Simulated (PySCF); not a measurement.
Spin–spin coupling constants

Molfile (atoms numbered from 1):
```
C6H14
     RDKit          3D

 20 19  0  0  0  0  0  0  0  0999 V2000
    2.0739   -0.6063    0.1119 C   0  0  0  0  0  0  0  0  0  0  0  0
    0.9870    0.1062   -0.6787 C   0  0  0  0  0  0  0  0  0  0  0  0
   -0.4202    0.1377   -0.0503 C   0  0  0  0  0  0  0  0  0  0  0  0
   -1.3471    0.8962   -1.0033 C   0  0  0  0  0  0  0  0  0  0  0  0
   -0.9583   -1.2824    0.1416 C   0  0  0  0  0  0  0  0  0  0  0  0
   -0.3943    0.8618    1.2981 C   0  0  0  0  0  0  0  0  0  0  0  0
    2.2312   -0.1501    1.1013 H   0  0  0  0  0  0  0  0  0  0  0  0
    1.8405   -1.6704    0.2696 H   0  0  0  0  0  0  0  0  0  0  0  0
    3.0349   -0.5607   -0.4225 H   0  0  0  0  0  0  0  0  0  0  0  0
    1.3003    1.1493   -0.8629 H   0  0  0  0  0  0  0  0  0  0  0  0
    0.9028   -0.3594   -1.6769 H   0  0  0  0  0  0  0  0  0  0  0  0
   -0.9978    1.9297   -1.1582 H   0  0  0  0  0  0  0  0  0  0  0  0
   -2.3733    0.9443   -0.6054 H   0  0  0  0  0  0  0  0  0  0  0  0
   -1.3912    0.4057   -1.9889 H   0  0  0  0  0  0  0  0  0  0  0  0
   -0.9637   -1.8369   -0.8108 H   0  0  0  0  0  0  0  0  0  0  0  0
   -0.3554   -1.8554    0.8625 H   0  0  0  0  0  0  0  0  0  0  0  0
   -1.9920   -1.2602    0.5219 H   0  0  0  0  0  0  0  0  0  0  0  0
    0.2216    0.3287    2.0383 H   0  0  0  0  0  0  0  0  0  0  0  0
    0.0100    1.8817    1.1933 H   0  0  0  0  0  0  0  0  0  0  0  0
   -1.4103    0.9457    1.7156 H   0  0  0  0  0  0  0  0  0  0  0  0
  1  2  1  0
  2  3  1  0
  3  4  1  0
  3  5  1  0
  3  6  1  0
  1  7  1  0
  1  8  1  0
  1  9  1  0
  2 10  1  0
  2 11  1  0
  4 12  1  0
  4 13  1  0
  4 14  1  0
  5 15  1  0
  5 16  1  0
  5 17  1  0
  6 18  1  0
  6 19  1  0
  6 20  1  0
M  END
```

Couplings: B3LYP/pcJ-1 (without the spin–dipole term) in PySCF 2.14.0 with density-fitted response routines, geometry PBE0-D3(BJ)/def2-SVP; gas phase, one conformer, non-relativistic. Couplings are averaged over pairs made equivalent by symmetry, fast rotation or ring inversion, so a value needn't be that of the named pair in this geometry, while other rotamers aren't included; one pair stands for each set, and the list holds those of at least 0.8 Hz over up to four bonds.

Isotopes: ¹³C, ¹H.

```tsv
pair	bonds	J (Hz)
C1, C2	1	37.5
C1, H7	1	131.2
C2, C3	1	?
C2, H10	1	?
C3, C4	1	?
C4, H12	1	131.5
C1, C3	2	?
C1, H10	2	-3.3
C2, C4	2	1.1
C2, H7	2	-3.4
C3, H10	2	-3.4
C3, H12	2	?
C4, C5	2	1.4
H7, H8	2	-14.2
H10, H11	2	-15.1
H12, H13	2	-13.6
C1, C4	3	2.4
C2, H12	3	4.6
C3, H7	3	?
C4, H10	3	?
C4, H15	3	5.2
H7, H10	3	8.5
```

Question: Estimate the withheld couplings, with signs.

Answer: 
- ¹J(C2,C3) = 35.3 Hz (bond length 1.541 Å)
- ¹J(C2,H10) = 129.6 Hz (bond length 1.105 Å, sp3 carbon)
- ¹J(C3,C4) = 36.4 Hz (bond length 1.531 Å)
- ²J(C1,C3) = -1.0 Hz (angle at C2 117°)
- ²J(C3,H12) = -3.0 Hz
- ³J(C3,H7) = 4.5 Hz (mean over equivalent pairs that range from 1.8 to 9.9 Hz in this conformer)
- ³J(C4,H10) = 4.2 Hz (mean over equivalent pairs that range from 2.3 to 7.3 Hz in this conformer)
